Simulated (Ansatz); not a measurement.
Ansatz input

```yaml
crystal:
  lattice:
    - [-1.4148813491, 1.4148813491, 1.4148813491]
    - [1.4148813491, -1.4148813491, 1.4148813491]
    - [1.4148813491, 1.4148813491, -1.4148813491]
  atoms:
    - { symbol: Cr, position: [0.0, 0.0, 0.0], spin: 1.5 }
hamiltonian:
  xc: r2scan
  pseudopotentials:
    kind: paw
    azcp:
      Cr: "pseudopotentials/Cr.paw.azcp"
basis:
  ecutwfc: 500
  fft_grid_basis: typed
kpoints:
  mp_grid: { grid: [8, 8, 8], shift: [0, 0, 0] }
magnetization:
  spin_polarized: true
scf:
  occupations: { method: fermi_dirac, width: 0.1 }
```

Output

```
Engine: ansatz 0.2.0, x86_64-unknown-linux-gnu
Pseudopotentials: kind: paw
Pseudopotential: Cr, paw, valence charge 14, recommended cutoff 500 eV (meta_gga) 
Functional definition: r2SCAN
  parameter k0 = 0.174
  parameter k1 = 0.065
  parameter a1 = 4.9479
  exchange = r2scan_x(k0 = k0, k1 = k1, a1 = a1)
  correlation = r2scan_c
Crystal: 1 atoms, lattice volume = 11.330 Å³
Basis set: ecut = 500 eV, 321 PW (Γ), exchange–correlation on 72×72×72 points (64 copies of the dense FFT grid, shifted against one another)
Bands: 12, of which v1, the nominal top of the filled ones, is band 7 counted from 1 (6 counted from 0)
Symmetry: 48 space group operations
Space group: Im-3m (ITA 229), of the structure as read, at distance tolerance 2.2e-5 Å
Magnetic group: BNS 229.140 (UNI 1642), of the structure as read, at distance tolerance 2.2e-5 Å
k-points: 29 of 512
Non-local potential: Cr, projectors of the file, l = 0: 3, l = 1: 2, l = 2: 3, l = 3: 1
PAW form: soft (Blöchl's): semilocal exchange-correlation on the pseudo side does not see the compensation charge
PAW frozen core: Cr, regenerated for the run's functional (the file was generated under x = pbe(κ = 0.804, μ = 0.2195149727645171), c = pbe(β = 0.06672455060314922))
PAW one-centre angular grid: Cr, 590 points (default); XC on 160 Gauss nodes
Initial density: superposition of atomic densities (chi_scale 0.1, normalization cell)
Starting moments: Σ|m| = 1.5 μB on 1 of 1 site
Initial wavefunctions: pseudopotential atomic-orbital guess
Functional: x = r2scan, c = r2scan; τ floored in thin density (d = 2e-4 eV/Å³)
SCF iter   1: F=—  HF=-3383.988782 eV  |F-HF|=—  |Δ(HF+E_count)|=         —  Δρ=1.77e-1 (↑1.77e-1 ↓7.94e-2)  dr2=5.31e0  dr2_τ=3.31e-2  dr2_m=4.56e-1  M=0.605 μB ∫|m|=0.614 μB  β_m=0.50  ethr=3.10e-3  ⟨swp⟩=4.2  Hψ=3310  notcnv=0
Mixer restart at iter 1: flushing history
SCF iter   2: F=—  HF=-3382.060926 eV  |F-HF|=—  |Δ(HF+E_count)|=    1.93e0  Δρ=5.22e-2 (↑5.22e-2 ↓2.87e-2)  dr2=3.14e-1  dr2_τ=1.24e-2  dr2_m=8.92e-2  M=0.609 μB ∫|m|=0.626 μB  β_m=0.90  ethr=3.10e-3  ⟨swp⟩=2.1  Hψ=1837  notcnv=0  defer=17  κ⁻¹=1.0e0(r=1)
SCF iter   3: F=—  HF=-3382.173058 eV  |F-HF|=—  |Δ(HF+E_count)|=   1.12e-1  Δρ=2.05e-2 (↑2.05e-2 ↓1.99e-2)  dr2=3.92e-2  dr2_τ=2.30e-3  dr2_m=1.81e-2  M=0.461 μB ∫|m|=0.520 μB  β_m=1.00  ethr=2.24e-3  ⟨swp⟩=2.4  Hψ=1209  notcnv=0  defer=15  κ⁻¹=8.0e-3(r=2)
SCF iter   4: F=—  HF=-3382.478204 eV  |F-HF|=—  |Δ(HF+E_count)|=         —  Δρ=3.82e-2 (↑3.45e-2 ↓3.82e-2)  dr2=7.93e-3  dr2_τ=4.33e-3  dr2_m=1.30e-1  M=0.049 μB ∫|m|=0.123 μB  β_m=0.35  ethr=2.80e-4  ⟨swp⟩=2.4  Hψ=1100  notcnv=0  defer=15
Mixer restart at iter 4: flushing history
SCF iter   5: F=—  HF=-3382.469774 eV  |F-HF|=—  |Δ(HF+E_count)|=   8.43e-3  Δρ=2.82e-2 (↑2.63e-2 ↓2.82e-2)  dr2=4.46e-3  dr2_τ=1.85e-3  dr2_m=7.28e-2  M=0.030 μB ∫|m|=0.086 μB  β_m=0.57  ethr=5.66e-5  ⟨swp⟩=2.2  Hψ=1073  notcnv=0  defer=15  κ⁻¹=1.0e0(r=1)
SCF iter   6: F=—  HF=-3382.460738 eV  |F-HF|=—  |Δ(HF+E_count)|=   9.04e-3  Δρ=2.87e-3 (↑2.65e-3 ↓2.87e-3)  dr2=1.30e-4  dr2_τ=2.07e-5  dr2_m=7.10e-4  M=-0.000 μB ∫|m|=0.007 μB  β_m=0.30  ethr=3.19e-5  ⟨swp⟩=2.0  Hψ=1409  notcnv=0  defer=15  κ⁻¹=2.9e-3(r=2)
SCF iter   7: F=—  HF=-3382.460523 eV  |F-HF|=—  |Δ(HF+E_count)|=   2.14e-4  Δρ=1.42e-3 (↑6.45e-4 ↓1.42e-3)  dr2=6.40e-5  dr2_τ=5.73e-6  dr2_m=7.08e-5  M=0.002 μB ∫|m|=0.011 μB  β_m=0.71  ethr=9.26e-7  ⟨swp⟩=2.5  Hψ=1300  notcnv=0  defer=9  κ⁻¹=1.7e-4(r=3)
SCF iter   8: F=—  HF=-3382.461199 eV  |F-HF|=—  |Δ(HF+E_count)|=   6.76e-4  Δρ=3.01e-4 (↑3.01e-4 ↓2.33e-4)  dr2=8.83e-7  dr2_τ=1.88e-7  dr2_m=7.09e-6  M=0.000 μB ∫|m|=0.001 μB  β_m=0.30  ethr=4.57e-7  ⟨swp⟩=2.0  Hψ=1117  notcnv=0  defer=9  κ⁻¹=2.3e-5(r=4)
SCF iter   9: F=—  HF=-3382.461188 eV  |F-HF|=—  |Δ(HF+E_count)|=   1.16e-5  Δρ=1.12e-4 (↑1.12e-4 ↓3.23e-5)  dr2=4.76e-7  dr2_τ=3.23e-8  dr2_m=4.02e-7  M=0.000 μB ∫|m|=0.001 μB  β_m=0.30  ethr=6.31e-9  ⟨swp⟩=2.0  Hψ=1074  notcnv=0  defer=9  κ⁻¹=6.3e-6(r=5)
SCF iter  10: F=—  HF=-3382.461189 eV  |F-HF|=—  |Δ(HF+E_count)|=   1.01e-6  Δρ=9.85e-5 (↑9.85e-5 ↓4.13e-5)  dr2=2.85e-7  dr2_τ=2.67e-8  dr2_m=4.80e-7  M=0.000 μB ∫|m|=0.001 μB  β_m=0.46  ethr=3.40e-9  ⟨swp⟩=2.1  Hψ=1073  notcnv=0  defer=9  κ⁻¹=4.8e-7(r=6)
SCF iter  11: F=—  HF=-3382.461191 eV  |F-HF|=—  |Δ(HF+E_count)|=   1.90e-6  Δρ=1.60e-5 (↑1.60e-5 ↓1.48e-5)  dr2=1.55e-9  dr2_τ=2.19e-9  dr2_m=2.34e-8  M=0.000 μB ∫|m|=0.000 μB  β_m=0.47  ethr=2.04e-9  ⟨swp⟩=2.0  Hψ=1102  notcnv=0  defer=9  κ⁻¹=2.3e-8(r=7)
SCF iter  12: F=—  HF=-3382.461191 eV  |F-HF|=—  |Δ(HF+E_count)|=   9.97e-8  Δρ=6.64e-6 (↑6.64e-6 ↓4.91e-6)  dr2=2.94e-10  dr2_τ=2.50e-10  dr2_m=3.25e-9  M=0.000 μB ∫|m|=0.000 μB  β_m=0.33  ethr=1.11e-11  ⟨swp⟩=2.0  Hψ=1122  notcnv=0  defer=9  κ⁻¹=1.1e-8(r=8)
SCF iter  13: F=—  HF=-3382.461191 eV  |F-HF|=—  |Δ(HF+E_count)|=   2.27e-8  Δρ=1.67e-6 (↑1.67e-6 ↓1.56e-6)  dr2=2.94e-11  dr2_τ=1.63e-11  dr2_m=2.54e-10  M=0.000 μB ∫|m|=0.000 μB  β_m=0.43  ethr=2.10e-12  ⟨swp⟩=2.0  Hψ=1126  notcnv=0  defer=9  κ⁻¹=3.1e-10(r=8)
SCF iter  14: F=—  HF=-3382.461191 eV  |F-HF|=—  |Δ(HF+E_count)|=   3.58e-9  Δρ=6.73e-7 (↑5.28e-7 ↓6.73e-7)  dr2=1.87e-11  dr2_τ=1.67e-12  dr2_m=2.65e-11  M=0.000 μB ∫|m|=0.000 μB  β_m=0.30  ethr=1.00e-12  ⟨swp⟩=2.0  Hψ=1124  notcnv=0  defer=9  κ⁻¹=1.4e-8(r=8)
SCF iter  15: F=-3382.461191 eV  HF=-3382.461191 eV  |F-HF|=5.23e-11  |Δ(HF+E_count)|=  1.70e-10  Δρ=3.25e-7 (↑2.69e-7 ↓3.25e-7)  dr2=5.25e-12  dr2_τ=6.93e-13  dr2_m=4.59e-12  M=-0.000 μB ∫|m|=0.000 μB  ethr=1.00e-12  ⟨swp⟩=1.0  Hψ=2024  notcnv=0
SCF 1 converged in 15 iterations: F = -3382.461191 eV  dr2 = 5.25e-12
WARN: the starting moments were not kept: the SCF closed with an absolute magnetisation of 2.2e-6 μB, where they sum to 1.5 μB in size (1 site). That is at most 0.1 of that sum. Measured as dr2_m measures the in/out step, that magnetisation stands 3.2e-12 eV from none, at or under the dr2_threshold of 1.0e-7 eV: it is no larger than a step whose dr2_m would equal this threshold. The system may hold no moment; this SCF shows only that its start led to no more than that. To try another start: raise the starting moments (crystal.atoms[].spin, magnetization.per_species, magnetization.initial_magnetization, or on a non-collinear deck that types none of these the spinor_matrix: blocks that start its atoms; where the total moment is fixed, keep their sum and leave initial_magnetization as it is; typed ones take the place of any that the run laid by itself, positive ones on a crystal's lanthanoids without a Hubbard term where scf.initial_density.shell_occupations: [] is typed) or, if the notice of its spin-set hold's release reads "site moments contracting" or "site moments show no strong build", lengthen the hold (scf.mixing.spin_hold: { on: { confirm: 4 } }; for m-r²SCAN on two components see the key's manual first). Each may lead to a state that holds a moment. A second SCF, from the converged charge density, with the starting moments and any scf.initial_density.shell_occupations laid on it anew, would have followed, and was not run: the deck does not ask for one (magnetization.retry_lost_moments is false, the default). To let it run, set magnetization.retry_lost_moments: true and run the deck again, where that key's refused combinations let it; where memory then withholds it, that run's warning says so.
this state was not tested for a lower state beside it, because the mixer in use, unlike msr1, does not test its closes by its own steps (another_mixer; see scf.mixing.algorithm and scf.lower_state_search)
SCF converged after 15 iterations
Magnetization: -0.0000 μB (7.0000 up, 7.0000 down)
Absolute magnetization: 0.0000 μB (∫|ρ↑−ρ↓|, with the PAW one-centre terms)
Spin contamination: 0.0000 ħ² per cell (⟨S²⟩ above its minimum at these occupations)
Per-site moments (μB) at R_I (Å): [(-1.2375547898432306e-6, 1.010891633120654)]
Free energy (F): -3382.461191 eV
Harris-Foulkes:  -3382.461191 eV  (|F-HF|=5.23e-11)
Internal energy: -3382.448524 eV  (E = F + TS)
E sigma→0 (E₀):  -3382.454858 eV
Entropy (-TS):   -0.012667 eV (-12.667 meV/atom)
Fermi energy:    19.636609 eV
--- Per-component energies (eV) ---
  E_band       = -156.634506
  E_kinetic    = 343.878903
  E_local      = -1154.602702  (includes V_loc(G=0)·N_el)
  E_nonlocal   = 78.344153
  E_hartree    = 505.248460
  E_xc         = -138.302812
  E_vxc        = -201.237769  (∫ρ·V_xc dr)
  E_paw        = -1201.904810  (= ΣΔE_a)
  E_vpaw       = -246.190262  (= ΣTr[D̂ρ^β])
  E_aug_tail   = 0.000233  (compensation charges beyond the density's cutoff)
  E_vtau       = 12.676081  (kinetic-family band-sum trace: ∫τ·v_τ [+ j·A + Jᵃ·Aᵃ] dr)
  E_ewald      = -1814.837622
  E_core_change = -0.272327  (= ΣΔE_core)
  E_smearing   = -0.012667  (= −TS)
  E_closure    = 0.000000  (closes the sum)
  Σ components = -3382.461191   (vs F -3382.461191, Δ=0.00e0)
```
